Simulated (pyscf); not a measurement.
Thermochemistry of product channels of •HC=C=CH₂ on the doublet surface, in kcal/mol, from CCSD(T)/def2-TZVPP + ΔMP2(QZVPP) energies (ideal gas, 1 atm, RRHO with modes under 100 cm⁻¹ raised to 100, one conformer, R ln 2 for rigid chiral ones). Structures and frequencies: ωB97X-D3(BJ)/def2-SVP in PySCF. Correlated levels are frozen-core, on RHF or UHF. ΔMP2 is the change of the MP2 total energy from the triple- to the quadruple-zeta basis.

```json
[
 {"products": "[HC–C≡CH] [singlet] + H•", "ΔE": "+116.0", "ΔH(298 K)": "+109.5", "ΔG(298 K)": "+101.5", "ΔG(900 K)": "+84.1"},
 {"products": ":C=C=CH₂ [singlet] + H•", "ΔE": "+103.9", "ΔH(298 K)": "+99.0", "ΔG(298 K)": "+91.4", "ΔG(900 K)": "+75.3"},
 {"products": "cyclic C₃H₃ (SMILES [CH]1C=C1) [doublet]", "ΔE": "+30.7", "ΔH(298 K)": "+31.4", "ΔG(298 K)": "+31.4", "ΔG(900 K)": "+32.2"},
 {"products": "cyclic C₃H₃ (SMILES [C]1=CC1) [doublet]", "ΔE": "+39.5", "ΔH(298 K)": "+40.6", "ΔG(298 K)": "+40.6", "ΔG(900 K)": "+41.5"},
 {"products": "•C≡C–CH₃", "ΔE": "+40.0", "ΔH(298 K)": "+41.9", "ΔG(298 K)": "+41.9", "ΔG(900 K)": "+42.7"}
]
```

These are energies of the channels, which say nothing of barriers. cyclic C₃H₃ (SMILES [CH]1C=C1) [doublet] lies 30.0 kcal/mol over its isomer HC≡C–CH₂•, and others may lie lower still (electronic energy, ωB97M-D3(BJ)). cyclic C₃H₃ (SMILES [C]1=CC1) [doublet] lies 40.2 kcal/mol over its isomer HC≡C–CH₂•, and others may lie lower still (electronic energy, ωB97M-D3(BJ)). A restricted singlet here is unstable towards spin polarisation, as is usual where a triplet lies low; its energy is less safe. The CCSD(T) − MP2 part came from Ansatz, without density fitting, on the same reference. An open-shell T1 diagnostic exceeds 0.045. A UHF reference is spin-contaminated (<S²> up to 1.11), which harms MP2 most.
